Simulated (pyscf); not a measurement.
**Addition across a multiple bond or ene-type step: HB=O + H₂ -> H₂B–OH**

Gas phase, singlet surface, charge 0. Bonds broken: H4–H5. Bonds formed: B1–H5, O2–H4. Single points on ωB97X-D3(BJ)/def2-SVP structures (PySCF, gas phase).

Transition state (Å):

```xyz
5

B     -0.7537    -0.7360     0.0878
O     -0.8907     0.1516     1.0028
H     -0.0256    -1.5936    -0.3469
H     -1.8755    -0.0076     0.0779
H     -1.9642    -0.6305    -0.7035
```

One imaginary mode, 1833i cm⁻¹; descent along it reached the two sides named.

| bond | change | reactant side (Å) | saddle | product side |
|---|---|---|---|---|
| H4–H5 | breaks | 0.761 | 1.003 | 2.358 |
| B1–H5 | forms | 3.4 | 1.450 | 1.215 |
| O2–H4 | forms | 3.0 | 1.360 | 0.964 |

Electronic energies relative to the separated reactants (kcal/mol):

```csv
level,barrier,reaction energy,reverse barrier
ωB97X-D3(BJ)/def2-TZVP,44.3,-16.9,61.2
PBE/def2-TZVP,37.8,-14.3,52.1
r²SCAN/def2-TZVP,40.1,-15.6,55.7
B3LYP-D3(BJ)/def2-TZVP,44.7,-14.2,58.9
PBE0-D3(BJ)/def2-TZVP,39.2,-18.8,58.0
M06-2X/def2-TZVP,45.4,-16.8,62.1
ωB97M-D3(BJ)/def2-TZVP,44.5,-15.3,59.8
HF/def2-TZVP,56.7,-19.2,75.9
```

With ωB97M-D3(BJ)/def2-TZVP energies and thermal terms (ideal gas, 1 atm, RRHO with modes under 100 cm⁻¹ raised to 100, one conformer, R ln 2 for chiral ones without a mode under 150 cm⁻¹), in kcal/mol:

```tsv
T (K)	ΔH‡	ΔG‡	ΔH	ΔG
298	45.3	52.6	-10.0	-2.7
600	44.0	60.5	-11.1	+5.2
900	43.4	68.9	-11.5	+13.5
1200	43.3	77.4	-11.5	+21.9
```

At the saddle there is also a short B–H contact that neither side keeps. One saddle was located; it need not be the lowest between these sides.
